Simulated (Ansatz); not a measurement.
**bcc W**

Calculation: PBEsol (plane waves, PAW; Ansatz, a quantum-chemistry and plane-wave program).

Settings: plane-wave cutoff 500 eV, 18×18×1 k mesh (along the axes of the cell as run), Fermi–Dirac smearing 0.1 eV, scalar-relativistic PAW data made under PBE.

Cell: relaxed at this level.

| Quantity | Result |
|---|---|
| surface energy of the (100) face | 4.37 J/m² |
| work function of the (100) face | 4.21 eV |

The slab of 8 atoms is relaxed and unreconstructed.

Spin–orbit coupling is not included.

The computed numbers hold no vibrational or temperature effects.

It cost around 8 core-minutes (rough) of CPU time.
